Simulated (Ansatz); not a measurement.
## CrAuS2: computed properties

Computed with Ansatz, DFT PBEsol, scalar-relativistic, plane waves, PAW.

Plane waves to 420 eV, a k mesh through Γ of 12×12×12 on the computed 4-atom cell and Gaussian smearing (0.02 eV); collinear spin from starting moments 2.83 0 0 0 μB.

The structure is relaxed at this level of theory with its symmetry kept. Whether it is the stable form of this composition wasn't checked.

Space group R-3m:H (No. 166). a = 3.465 Å, b = 3.465 Å, c = 21.214 Å, α = 90.00°, β = 90.00°, γ = 120.00°
```
atom site symmetry x y z
  Cr    3b       -3m  0.6667  0.3333  0.8333
   S    6c        3m  0.0000  0.0000  0.8922
  Au    3a       -3m  0.0000  0.0000  0.0000
```

(1) Formation energy from the elements' standard states (uncorrected)?

(2) Kohn–Sham band gap?

(3) Löwdin character of the top 1 eV of the valence band?

(4) Löwdin character of the lowest 1 eV of the conduction band?

(5) Electron masses at the edge by Cartesian direction of the standard setting (m_e; degenerate bands sorted by energy; no spin-orbit coupling)?

(6) Hole masses at the edge by Cartesian direction of the standard setting (m_e; degenerate bands sorted by energy; no spin-orbit coupling)?

(7) Bader charges (e)?

(8) Total moment?

(9) Site moments (μB; atoms counted from 1 over the whole cell)?

Spin-orbit coupling is left out, which matters for the bands of heavy elements.

Only this magnetic start was tried.

Answers

(1) -0.493 eV/atom.

(2) 0.21 eV, indirect from (0.328, 0.328, 0.490) to Γ.

(3) Cr 3d 62 %, S 3p 27 %.

(4) Cr 3d 67 %, S 3p 11 %, Au 6s 8 %, unprojected 8 % (semilocal functionals without a Hubbard U place empty 3d levels too low).

(5) x: 1.5; y: 1.5; z: 0.13.

(6) x: 1.9; y: 0.97; z: 0.54.

(7) Cr (1 in the cell) 1.25, S (2 in the cell) -0.69, Au (1 in the cell) 0.13.

(8) 3.00 μB per cell.

(9) Cr (atom 1) 2.57.